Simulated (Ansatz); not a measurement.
# Structure relaxation of ReBi₂

Theory: DFT PBE, scalar-relativistic, plane waves, PAW in Ansatz 0.2.0. Cutoff 420 eV, Γ-centred k mesh, Gaussian smearing, no spin polarisation in the final step.

The start puts ReBi₂ on the MoSi2 (C11b) structure type (I4/mmm, No. 139), with Re in place of Mo, Bi in place of Si, at a guessed volume.

```
Re Bi
1.0
    -1.95385    1.95385    4.79305
     1.95385   -1.95385    4.79305
     1.95385    1.95385   -4.79305
Re Bi
1 2
Direct
  0.00000 0.00000 0.00000
  0.66500 0.66500 0.00000
  0.33500 0.33500 0.00000
```

Cell and atoms relax at zero pressure; the relaxation can't lower the symmetry of the start. After a coarse first stage the cell is made exact in the group found at 0.06 Å.

Formation energies are uncorrected and refer to the elements' standard structures at the same level.

Task: What does it relax into?

Result: It keeps I4/mmm (No. 139), but not the shape of the type it started on. Conventional cell: a = 3.346 Å, c = 13.787 Å. Re is coordinated by 8 Bi at 2.93 Å and 4 Re at 3.35 Å; around Bi lie 4 Re at 2.93 Å and 5 Bi at 3.35–3.47 Å.

```
Re Bi
1.0
    -1.67312    1.67312    6.89335
     1.67312   -1.67312    6.89335
     1.67312    1.67312   -6.89335
Re Bi
1 2
Direct
  0.00000 0.00000 0.00000
  0.62580 0.62580 0.00000
  0.37420 0.37420 0.00000
```

Task: What are its volume, energy, density and gap?

Result: The volume per atom is 25.7 Å³, the density is 13.0 g/cm³ and the energy over the elements is 0.55 eV/atom. The gap on the 20×20×20 mesh is 0 eV (a metal).

The final run used a 20×20×20 mesh on its 3-atom cell and 0.10 eV smearing. For metals, differences of a few meV/atom aren't resolved. Weakly bound directions are ill-defined at this level, which has no dispersion term. Spin–orbit coupling is left out. A structure relaxed within its symmetry needn't be a true minimum.

Cost: 3 runs of about 3.4 core-minutes in all, on Intel Xeon 6975P-C (Granite Rapids) (shared hosts).